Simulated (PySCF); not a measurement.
# NF3 (nitrogen trifluoride): wB97X-V/STO-6G

Aim: the vertical singlet–triplet gap of NF3 (nitrogen trifluoride) at wB97X-V/STO-6G, from 2 runs. 

The results are computed with PySCF 2.14.0.

7 further runs of the same task are left out: 2 that didn't finish, 5 set aside as unsound or not needed.

**1. The molecule**

NF3 has 4 atoms, charge 0, and is taken as a singlet. SMILES: `FN(F)F`. The shape is that of a PBE0-D4/def2-TZVP optimisation.

Bond lengths: F1–N2 1.360 Å, N2–F3 1.360 Å, N2–F4 1.360 Å. Angles: F1–N2–F3 102.1°, F1–N2–F4 102.1°, F3–N2–F4 102.1°.

**2. A single-point energy at wB97X-V/STO-6G**

File job.py:

```python
from pyscf import gto, dft

mol = gto.M(
    atom='''
F      0.614010     0.000340     1.066930
N      0.353420    -0.074150    -0.266250
F     -0.636280    -1.006490    -0.312240
F     -0.331150     1.080310    -0.488440
''',
    max_memory=1860,
    basis='sto-6g',
    spin=0,
    verbose=3,
)

calc0 = dft.RKS(mol)
calc0.xc = 'wb97x-v'
calc0.grids.level = 5
calc0.nlcgrids.level = 1
calc0.conv_tol = 1e-10
calc0.kernel()
if not calc0.converged:
    calc0 = calc0.newton().run(calc0.mo_coeff, calc0.mo_occ)

e_tot = calc0.e_tot
print(f'total energy: {e_tot:.8f} hartree')
```

Started as:

```
$ OMP_NUM_THREADS=1 python job.py
```

Standard output:

```text
converged SCF energy = -352.341222637433
total energy: -352.34122264 hartree
```

It took 18 s on 1 thread of Arm Neoverse V2, shared host; peak memory 0.2 GiB.

**3. The triplet**

File calc.py:

```python
from pyscf import gto, dft

mol = gto.Mole()
mol.atom = 'F 0.614010 0.000340 1.066930; N 0.353420 -0.074150 -0.266250; F -0.636280 -1.006490 -0.312240; F -0.331150 1.080310 -0.488440'
mol.verbose = 3
mol.spin = 2
mol.max_memory = 1860
mol.basis = 'sto-6g'
mol.charge = 0
mol.build()

mf = dft.UKS(mol)
mf.xc = 'wb97x-v'
mf.grids.level = 5
mf.nlcgrids.level = 1
mf.conv_tol = 1e-10
mf.kernel()
if not mf.converged:
    mf = mf.newton().run(mf.mo_coeff, mf.mo_occ)

etot = mf.e_tot
print('E(%s) = %.9f' % ('WB97X-V', etot))
```

Started as:

```
$ OMP_NUM_THREADS=1 python calc.py
```

Standard output:

```text
WARN: HOMO 0.159623995530471 >= LUMO -0.302737973550937

converged SCF energy = -352.060438352757  <S^2> = 2.0060854  2S+1 = 3.0040542
E(WB97X-V) = -352.060438353
```

Wall time 47 s (1 thread of Arm Neoverse V2, shared host); peak memory 0.21 GiB.

**4. Outcome**

Level: wB97X-V/STO-6G.

```
                                        quantity          value
                           singlet: total energy  -352.34122 Eh
                          singlet: dipole moment         0.50 D
                            singlet: HOMO energy       -7.73 eV
                            singlet: LUMO energy        8.72 eV
                          singlet: HOMO–LUMO gap       16.45 eV
                           triplet: total energy  -352.06044 Eh
                          triplet: dipole moment         0.21 D
     triplet: HOMO energy (highest over α and β)        0.06 eV
      triplet: LUMO energy (lowest over α and β)        1.35 eV
                                   triplet: ⟨S²⟩          2.006
vertical energy of the triplet above the singlet       7.641 eV
```

In words: At this shape the triplet lies 7.64 eV (737 kJ/mol) above the singlet. In a minimal basis such a difference can be off by several eV, whatever the method. Mulliken charges (singlet) run from -0.04 on F1 to +0.12 on N2.
